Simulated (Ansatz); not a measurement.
fluorine (F2), SMILES FF.

Geometry: r2SCAN-D4/def2-TZVPD.

Two levels are set side by side: PBE/def2-TZVPD (Ansatz, a program for electronic structure) and CAM-B3LYP/def2-TZVPD (Ansatz). Energy differences of separate SCF runs at the same geometry; the states with an electron removed or added have multiplicity 2 and 2. Differences are taken from unrounded values.

```csv
quantity,CAM-B3LYP,PBE,PBE minus CAM-B3LYP
vertical ionisation energy (eV),16.02,15.31,-0.71
vertical electron affinity (eV),0.65,0.49,-0.16
vertical singlet–triplet gap (eV),3.14,3.09,-0.06
```
